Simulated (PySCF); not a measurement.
`CS`: ΔSCF against reference XPS values

The experiment to reproduce (core binding energies): C 1s of C1 291.40 eV [1]; S 1s of S2 2477.97 eV [2]. Sources and the comparison follow the method.

Compound: CH4S.
Bonds: C1–S2. Hydrogens: H3, H4, H5 on C1; H6 on S2.

Theory: delta-SCF UKS SCAN, pcX-2 on the ionised atom, pcseg-1 elsewhere, spin-free X2C in PySCF. These are vertical core ionisation energies against the vacuum level, from separate self-consistent calculations with and without the core hole.

| atom | environment | level | this calculation (eV) | reference (eV) | difference (eV) | source |
| --- | --- | --- | --- | --- | --- | --- |
| C1 | S-methyl carbon | C 1s | 291.62 | 291.40 | +0.22 | [1] |
| S2 | thiol sulfur | S 1s | 2477.51 | 2477.97 | -0.46 | [2] |

[1] measured, gas; Qian, Crumlin, Prendergast, Phys. Chem. Chem. Phys. 2022, 24, 2243
[2] measured, gas; Besley, J. Chem. Theory Comput. 2021, 17, 3644 (DFT calculations of core-electron binding energies at the K-edge of heavier elements)

Question: How well does this level of theory reproduce the measurements here?

Answer: Over the 2 different measured values (2 distinct lines) the mean signed difference is -0.12 eV, the mean unsigned one 0.34 eV and the largest 0.46 eV. The calculation is vertical and has no vibrational structure, and measured positions depend on the energy calibration.

Not every level is listed. Isolated species at its PBE0-D3(BJ)/def2-SVP geometry, gas phase.

Time: 4.2 s wall; peak memory 0.30 GiB. Hardware: an Arm Neoverse V2 with one thread, on a shared host.
